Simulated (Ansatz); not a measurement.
A nudged elastic band was laid between two geometries of BClH2 + H (5 atoms, charge 0, multiplicity 2).

These are results of UHF/def2-SVP in Ansatz 0.2.0, not measurements.

| Property | Result |
| --- | --- |
| movable images | 8 |
| climbing image | no |
| spring | 5.0 eV/Å² |
| optimiser | quadratic models (default) |
| start path | through a guess of the saddle point |
| force threshold | 0.05 eV/Å |
| iteration limit | 60 |
| end points | relaxed |

First end point:

```xyz
5
Properties=species:S:1:pos:R:3
B 0.000 0.000 -0.363
Cl 0.000 0.000 1.391
H 1.050 0.000 -0.927
H -1.050 0.000 -0.927
H 0.000 0.000 5.526
```

Last end point:

```xyz
5
Properties=species:S:1:pos:R:3
B 0.000 0.000 -0.954
Cl 0.000 0.000 3.673
H 1.071 0.000 -1.482
H -1.071 0.000 -1.482
H 0.000 0.000 4.944
```

**Question.** Which bonds break or form, and what moves?

**Answer.** Bonds broken: B1–Cl2. Bonds formed: Cl2–H5. BClH2 + H becomes BH2 + ClH.

**Question.** Give the energies along the band, and the barrier.

**Answer.** It converged. The highest image is number 4 of 0 to 9, 46.2 kcal/mol above the first end and 24.2 kcal/mol above the last; the last end lies 22.0 kcal/mol above the first. Neighbouring images differ by up to 1.8 eV, so the band resolves the path poorly. No image climbed, so the highest image needn't sit at the top of the path.

| image | path coordinate (Å) | energy (kcal/mol) | B1–Cl2 (Å) | Cl2–H5 (Å) |
| --- | --- | --- | --- | --- |
| 0 | 0.00 | 0.0 | 1.75 | 4.14 |
| 1 | 0.50 | 0.1 | 1.75 | 3.58 |
| 2 | 1.00 | 0.5 | 1.75 | 3.02 |
| 3 | 1.50 | 3.6 | 1.76 | 2.45 |
| 4 | 1.99 | 46.2 | 2.19 | 1.76 |
| 5 | 2.49 | 29.2 | 2.82 | 1.28 |
| 6 | 2.99 | 24.0 | 3.27 | 1.27 |
| 7 | 3.49 | 22.5 | 3.72 | 1.27 |
| 8 | 3.99 | 22.1 | 4.17 | 1.27 |
| 9 | 4.49 | 22.0 | 4.63 | 1.27 |

**Question.** What is the geometry of the highest image?

**Answer.** 
```xyz
5
Properties=species:S:1:pos:R:3:forces:R:3
B 0.000 0.000 -0.047 0.00 0.00 1.38
Cl 0.000 0.000 2.142 0.00 0.00 -4.00
H 1.049 0.000 -0.650 -0.21 0.00 0.76
H -1.049 0.000 -0.650 0.21 0.00 0.76
H 0.000 0.000 3.905 0.00 0.00 1.09
```

The band took 8 iterations and roughly 27 core-seconds.

The run took 27 s on 1 thread of Arm Neoverse V1, on a shared host, peak memory 0.093 GiB.
